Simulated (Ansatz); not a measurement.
# Lattice parameter a of some elemental solids other than molecular ones

Method: PBE0 in Ansatz (plane waves, PAW). References are measured values corrected to a static lattice or taken at low temperature (these still hold zero-point motion). The table is a random draw of 6 from 29 solids with such references.

Values in Å.

```
solid                 reference   PBE0  error (%)
--------------------  ---------  -----  ---------
grey tin (α-Sn)           6.477  6.544      +1.03
bcc Fe                    2.853  2.910      +2.00
fcc Au                    4.062  4.129      +1.65
fcc Al                    4.018  4.013      -0.12
diamond-structure Si      5.421  5.436      +0.28
fcc Ca                    5.553  5.581      +0.50
```

Over these 6 solids the mean error is +0.89 %, the mean absolute error 0.93 % (median 0.77 %), and the worst case bcc Fe at +2.00 %; the value is too high in 5 of 6 cases. Over all 29 the mean error is +1.03 % and the mean absolute error 1.23 % (median 0.60 %).

All these references are brought to a static lattice.

Spin–orbit coupling is left out, also for the solids with elements from indium on (grey tin (α-Sn), fcc Au); its size isn't shown.

Differences are worked out from the printed values.

Ansatz's density-functional and Hartree–Fock values are scalar-relativistic unless marked +SOC, with PAW data made under PBE.

Ansatz's runs of these crystals have no spin polarisation, but for bcc Fe.

Density-functional runs with spin start from parallel moments for bcc Fe.

Not in this set, of the elemental solids other than molecular ones with a reference value in our tables and a result at some level: 19 for a reference at room or unstated temperature (hcp Be, hcp Cd, hcp Co, hcp Hf, body-centred tetragonal In and 14 more); 4 for a high-temperature or high-pressure phase (β-phase Mn, bcc Ti, bcc Tl, bcc Zr). These can be a level's worst cases. At least 1 more with a reference value is held back for tests. Layered and molecular crystals are counted apart. The metals Ce to Yb are counted apart.

References as tabulated in Mejia-Rodriguez and Trickey (2018), arXiv:1807.09216; Csonka et al. (2009), arXiv:0903.4037.

Ansatz is a program for electronic structure.
